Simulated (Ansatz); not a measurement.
C4H5F, SMILES C=CC=CF, vertical spin-state energies

Program: Ansatz 0.2.0, Python API.

Notebook, run cell by cell (the value of a cell's last expression is shown):

```python
import warnings

import ansatz as az
```

```python
warnings.simplefilter("ignore", az.DeckWarning)
```

```python
geometry_ang = [
    ("C", (-1.3533, 1.1823, -0.077)),
    ("C", (-0.1659, 0.7328, 0.0206)),
    ("C", (0.0956, -0.6745, -0.0402)),
    ("C", (1.4357, -1.1603, 0.0794)),
    ("F", (1.5905, -2.5037, 0.0154)),
    ("H", (-2.2691, 0.6036, -0.2232)),
    ("H", (-1.5491, 2.3003, -0.0434)),
    ("H", (0.7083, 1.4419, 0.1468)),
    ("H", (-0.6941, -1.3527, -0.1158)),
    ("H", (2.2845, -0.6209, 0.2404)),
]
system = az.Crystal.molecule()
for symbol, xyz in geometry_ang:
    system = system.atom(symbol, xyz)
```

```python
setup = (
    system.calculation()
    .basis(gaussian="def2-SVPD")
    .functional("pbe")
)
found = {}
for unpaired in [0, 2]:
    summary = setup.spin("collinear", total=unpaired).run(threads=1, pin="off").report
    s = unpaired / 2
    found[unpaired] = summary["free_energy_ev"]
    print(f"2S+1 = {unpaired + 1}: E = {found[unpaired]:.5f} eV, <S^2> = {abs(summary['mean_field']['state']['spin_squared']):.3f} (pure state {s * (s + 1):.2f})")
lowest = min(found, key=found.get)
for unpaired, e in found.items():
    print(f"multiplicity {unpaired + 1}: {96.485332 * (e - found[lowest]):.1f} kJ/mol above the lowest")
```

    2S+1 = 1: E = -6931.49160 eV, <S^2> = 0.000 (pure state 0.00)
    2S+1 = 3: E = -6928.64758 eV, <S^2> = 2.009 (pure state 2.00)
    multiplicity 1: 0.0 kJ/mol above the lowest
    multiplicity 3: 274.4 kJ/mol above the lowest

In order: multiplicity 1 (+0.00 eV) and multiplicity 3 (+2.84 eV), all at the one geometry.

Notes:
- Total energies depend on the basis set; only differences at equal settings carry meaning.
- The geometry is a force-field or estimated start, not a minimum of this method, and the basis set is short of its limit. All parts are taken at fixed geometry, without zero-point energy.
- Wall time of the script: 15 s on 1 thread of Arm Neoverse V1, with other jobs on the host, peak memory 0.25 GiB.

(Lines on the test bed's own set-up are left out of the output.)
